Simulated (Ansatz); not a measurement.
Cd₂H: from a trial structure to a relaxed crystal

These are results of DFT PBE, scalar-relativistic, plane waves, PAW in Ansatz 0.2.0, not measurements. Cutoff 420 eV, Γ-centred k mesh, Gaussian smearing, no spin polarisation in the final step.

The start puts Cd₂H on the cubic Laves (C15) structure type (Fd-3m, No. 227), with H in place of Mg, Cd in place of Cu, at a guessed volume.

```
CELL_PARAMETERS angstrom
0.00000 3.78573 3.78573
3.78573 0.00000 3.78573
3.78573 3.78573 0.00000
ATOMIC_POSITIONS crystal
Cd 0.62500 0.62500 0.62500
Cd 0.12500 0.62500 0.62500
Cd 0.62500 0.62500 0.12500
Cd 0.62500 0.12500 0.62500
H 0.00000 0.00000 0.00000
H 0.25000 0.25000 0.25000
```

Cell and atoms relax at zero pressure; the relaxation can't lower the symmetry of the start. After a coarse first stage the cell is made exact in the group found at 0.06 Å.

The zero of energy is the elements' standard structures at the same level (H₂ as a molecule); no fitted shifts are applied.

Problem. Describe the relaxed structure.

Solution. It keeps Fd-3m (No. 227). The result has the cubic Laves (C15) structure. Conventional cell: a = 8.135 Å. Cd is coordinated by 6 Cd at 2.88 Å and 6 H at 3.37 Å; H is coordinated by 12 Cd at 3.37 Å and 4 H at 3.52 Å.

Space group Fd-3m:1 (No. 227). a = 8.135 Å, b = 8.135 Å, c = 8.135 Å, α = 90.00°, β = 90.00°, γ = 90.00°
```tsv
atom	site	symmetry	x	y	z
Cd	16c	.-3m	0.1250	0.1250	0.1250
H	8b	-43m	0.0000	0.0000	0.5000
```

Problem. What are its volume, energy, density and gap?

Solution. The volume per atom is 22.43 Å³, the density is 5.57 g/cm³ and the energy over the elements is 0.82 eV/atom. The gap on the 8×8×8 mesh is 0 eV (a metal).

The final run used a 8×8×8 mesh on its 6-atom cell and 0.10 eV smearing. For metals, differences of a few meV/atom aren't resolved. A structure relaxed within its symmetry needn't be a true minimum. The steps took roughly 40 core-seconds in all.

Cost: 3 runs of about 0.68 core-minutes in all, on Arm Neoverse V2 (shared hosts).